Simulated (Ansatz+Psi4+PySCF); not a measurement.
Two shapes of doublet C2H5.

Shape 1:

```xyz
7

C    -0.5700    0.0016   -0.2093
C     0.7442    0.0067    0.0392
H    -1.5012   -0.0050    1.5266
H    -1.0938    0.9152   -0.4056
H    -1.0978   -0.9164   -0.4009
H     1.3001   -0.9288    0.1662
H     1.3057    0.9205    0.1815
```

Shape 2:

```xyz
7

C    -0.5673   -0.0203   -0.2410
C     0.7409    0.0024    0.0700
H    -1.5000    0.0252    1.5460
H    -1.1163    0.8982   -0.4220
H    -1.1093   -0.8952   -0.4240
H     1.2935   -0.9345    0.1469
H     1.2845    0.9235    0.2006
```

Basis set: cc-pVTZ (spherical functions). Correlated methods keep 2 orbitals frozen. Correlation on ROHF uses semicanonical orbitals with singles. Charge 0, multiplicity 2.

Computed with Ansatz (development build ahead of 0.2.0) and Psi4 1.11; each method stands on the lowest determinant of its kind that the runs found.

(1) Which shape is lower in energy, and by how much in each method?

Answers

(1)

```csv
method,E(2) − E(1) (eV)
ROHF,-0.003
UHF,0.023
ROHF-MP2,0.017
UHF-MP2,0.032
```

Shape 1 is lower, bar methods that put the two within 0.005 eV. Caution for UHF, UHF-MP2: the unrestricted determinant is spin contaminated. Caution for ROHF-MP2, UHF-MP2: bonds are stretched, where a single reference can fail.
